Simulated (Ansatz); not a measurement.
# Palladium, fcc: revPBE0 after revPBE

How do the levels change when part of the exchange is made exact, and what does it cost? Spin polarisation is left out. The geometry was relaxed under revPBE beforehand and is kept. Exact exchange is dear, so the k-mesh is coarse, and revPBE is run on the same mesh for comparison.

Program: Ansatz 0.2.0. Level of theory: DFT, plane waves (420 eV) with PBE-made PAW files, scalar-relativistic; functionals as named at each step. These are calculated values, not measurements.

1 further run of the same task is left out (for a known fault of the program).

### Step 1. The structure to begin with

It takes space group Fm-3m (No. 225, cubic). The conventional cell has a = 3.974 Å, b = 3.974 Å, c = 3.974 Å, α = 90.00°, β = 90.00°, γ = 90.00°. Pd (site symmetry m-3m) is surrounded by 12 Pd at 2.81 Å.

As a file:

```xyz
1
Lattice="0.0000 1.9870 1.9870 1.9870 0.0000 1.9870 1.9870 1.9870 0.0000" Properties=species:S:1:pos:R:3 pbc="T T T"
Pd    0.0000    0.0000    0.0000
```

### Step 2. revPBE, coarse mesh

The run with revPBE.

Contents of input.yaml:

```yaml
crystal:
  lattice:
    - [0.0, 1.9869669312, 1.9869669312]
    - [1.9869669312, 0.0, 1.9869669312]
    - [1.9869669312, 1.9869669312, 0.0]
  atoms:
    - { symbol: Pd, position: [0.0, 0.0, 0.0] }
hamiltonian:
  xc: revpbe
  pseudopotentials:
    kind: paw
    azcp:
      Pd: "pseudopotentials/Pd.paw.azcp"
basis:
  ecutwfc: 420
  fft_grid_basis: typed
kpoints:
  mp_grid: { grid: [7, 7, 7], shift: [0, 0, 0] }
magnetization:
  spin_polarized: false
scf:
  occupations: { method: fermi_dirac, width: 0.1 }
```

### Step 3. revPBE0 on the coarse mesh

The run with revPBE0.

Changes to input.yaml since step 2:

```diff
@@ -8,3 +8,3 @@
 hamiltonian:
-  xc: revpbe
+  xc: revpbe0
   pseudopotentials:
```

(Steps that only read results are left out.)

Before running it: what results should come out? Wanted: revPBE: gap; revPBE0: gap.

**Answer**, as computed:

| quantity | value |
| --- | --- |
| revPBE: gap | none (levels filled in part) |
| revPBE0: gap | none (levels filled in part) |
| revPBE0: SCF cycles, exchange loops | 22, 4 |
| revPBE0: CPU time over that of revPBE | 21 |

What this shows: Both revPBE and revPBE0 leave levels filled in part. The hybrid took 21 times as much CPU time as revPBE on the same settings. revPBE0 needed 4 outer loops of the exchange operator. The cell taken over is 7 % larger than the measured one (14.71 Å³/atom, COD). Absolute energies differ from functional to functional, by eV per atom at times, and say nothing by themselves.
